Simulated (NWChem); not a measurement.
The numbers come from NWChem runs, not from measurements. System: ClNa, charge 0, spin multiplicity 1, at a geometry optimised with B3LYP/def2-SVP. The structure started from a generated list of species. Level: real-time TD-B3LYP/6-31G* (spherical d), VWN1-RPA local correlation.

NWChem printed:

```
             Northwest Computational Chemistry Package (NWChem) 7.3.0
             --------------------------------------------------------

                                NWChem Input Module
                                -------------------

 Scaling coordinates for geometry "system" by  1.889725989
 (inverse scale =  0.529177249)

                              Geometry "system" -> ""
                              -----------------------

 Output coordinates in angstroms (scale by  1.889725989 to convert to a.u.)

  No.       Tag          Charge          X              Y              Z
 ---- ---------------- ---------- -------------- -------------- --------------
    1 Na                  11.0000     0.00000000     0.00000000    -1.42093700
    2 Cl                  17.0000     0.00000000     0.00000000     0.91943000

 Effective nuclear repulsion energy (a.u.)      42.2823196375

            Nuclear Dipole moment (a.u.)
            ----------------------------
        X                 Y               Z
 ---------------- ---------------- ----------------
     0.0000000000     0.0000000000     0.0000056692


 Summary of "ao basis" -> "" (spherical)
 ------------------------------------------------------------------------------
       Tag                 Description            Shells   Functions and Types
 ---------------- ------------------------------  ------  ---------------------
 *                           6-31g*                   on all atoms

                                 NWChem DFT Module
                                 -----------------

 Summary of "ao basis" -> "ao basis" (spherical)
 ------------------------------------------------------------------------------
       Tag                 Description            Shells   Functions and Types
 ---------------- ------------------------------  ------  ---------------------
 Na                          6-31g*                  8       18   4s3p1d
 Cl                          6-31g*                  8       18   4s3p1d

 Summary of "ao basis" -> "ao basis" (spherical)
 ------------------------------------------------------------------------------
       Tag                 Description            Shells   Functions and Types
 ---------------- ------------------------------  ------  ---------------------
 Na                          6-31g*                  8       18   4s3p1d
 Cl                          6-31g*                  8       18   4s3p1d
[...]
         5        2.00       -7.09401047E+00
         6        2.00       -7.09401047E+00
         7        2.00       -2.26179009E+00
         8        2.00       -1.19373619E+00
         9        2.00       -1.19373619E+00
        10        2.00       -1.19235491E+00
        11        2.00       -6.85244939E-01
        12        2.00       -2.43096026E-01
        13        2.00       -2.25362202E-01
        14        2.00       -2.25362202E-01
        15        0.00       -7.50549110E-02
        16        0.00        8.63585172E-04
        17        0.00        8.63585172E-04
        18        0.00        2.71614360E-02
        19        0.00        7.46077681E-02
        20        0.00        1.16213584E-01
        21        0.00        1.16213584E-01
        22        0.00        1.77842780E-01
        23        0.00        3.31460550E-01
        24        0.00        3.31460627E-01
        25        0.00        3.41847738E-01
        26        0.00        3.41847738E-01
        27        0.00        4.45577533E-01
        28        0.00        5.67886806E-01
        29        0.00        5.67886806E-01
        30        0.00        6.08494743E-01
        31        0.00        6.86786982E-01
        32        0.00        9.82890808E-01
        33        0.00        9.82891015E-01
        34        0.00        1.03450703E+00
        35        0.00        1.03450703E+00
        36        0.00        1.17850254E+00

  int2e_file: Failed to allocate cache ... halving

kick      0.00000        ### Propagation started ###
kick      0.00000        ### Checks passed ###
kick      0.00000   1.000000000000E-004   0.000000000000E+000   0.000000000000E+000     # Applied E-field [system] (alpha spin)
kick      0.00000   1.000000000000E-004   0.000000000000E+000   0.000000000000E+000     # Applied E-field [system] (beta spin)
kick      0.00000   4.228231963745E+001     # Enuc
kick      0.00000  -9.495900725837E+002     # Ecore
kick      0.00000   3.275556836871E+002     # Ecoul
kick      0.00000  -4.280477213776E+001     # Exc(1)
kick      0.00000   0.000000000000E+000     # Exc(2)
kick      0.00000  -6.225568413969E+002     # Etot
kick      0.00000   6.821210263297E-013     # Eadded
kick      0.00000  -1.487989774179E-013   1.201591655030E-015  -3.358489130375E+000     # Dipole moment [system]
kick      0.00000        ### Saved restart file ###
kick      0.00000   4.862776847858E-014     # Magnus interpol (matrix 1 of 1)
kick      0.00000                     2     # Magnus total interpolations
kick      0.20000   0.000000000000E+000   0.000000000000E+000   0.000000000000E+000     # Applied E-field [system] (alpha spin)
kick      0.20000   0.000000000000E+000   0.000000000000E+000   0.000000000000E+000     # Applied E-field [system] (beta spin)
kick      0.20000   4.228231963745E+001     # Enuc
kick      0.20000  -9.495900725834E+002     # Ecore
kick      0.20000   3.275556836873E+002     # Ecoul
kick      0.20000  -4.280477213777E+001     # Exc(1)
kick      0.20000   0.000000000000E+000     # Exc(2)
kick      0.20000  -6.225568413965E+002     # Etot
kick      0.20000   4.050662028021E-010     # Eadded
kick      0.20000   8.723612950128E-006  -5.879935328712E-016  -3.358489130294E+000     # Dipole moment [system]
kick      0.20000   5.861977570021E-014     # Magnus interpol (matrix 1 of 1)
kick      0.20000                     2     # Magnus total interpolations
kick      0.40000   0.000000000000E+000   0.000000000000E+000   0.000000000000E+000     # Applied E-field [system] (alpha spin)
kick      0.40000   0.000000000000E+000   0.000000000000E+000   0.000000000000E+000     # Applied E-field [system] (beta spin)
kick      0.40000   4.228231963745E+001     # Enuc
...
kick     28.20000   0.000000000000E+000     # Exc(2)
kick     28.20000  -6.225568414001E+002     # Etot
kick     28.20000  -3.240074875066E-009     # Eadded
kick     28.20000   2.118265082163E-007  -5.981189072977E-014  -3.358489130612E+000     # Dipole moment [system]
kick     28.20000   4.440892098501E-016     # Magnus interpol (matrix 1 of 1)
kick     28.20000                     2     # Magnus total interpolations
kick     28.40000   0.000000000000E+000   0.000000000000E+000   0.000000000000E+000     # Applied E-field [system] (alpha spin)
kick     28.40000   0.000000000000E+000   0.000000000000E+000   0.000000000000E+000     # Applied E-field [system] (beta spin)
kick     28.40000   4.228231963745E+001     # Enuc
kick     28.40000  -9.495900725867E+002     # Ecore
kick     28.40000   3.275556836871E+002     # Ecoul
kick     28.40000  -4.28047721
```

Write an NWChem input that would produce this output.

This is not unique; one that fits is 
```
start mol
memory heap 200 mb stack 900 mb global 1100 mb
geometry "system" units angstroms nocenter noautoz noautosym
  Na     0.000000     0.000000    -1.420937
  Cl     0.000000     0.000000     0.919430
end
set geometry "system"
basis spherical
  * library 6-31g*
end
dft
  xc b3lyp
  semidirect memsize 60000000 filesize 0
  iterations 100
  convergence energy 1e-10 density 1e-9 gradient 1e-8
  tolerances tight
end
task dft energy
rt_tddft
  tmax 150.0
  dt 0.2
  tag "kick"
  print dipole
  field "kick"
    type delta
    polarization x
    max 0.0001
  end
  excite "system" with "kick"
end
task dft rt_tddft
```
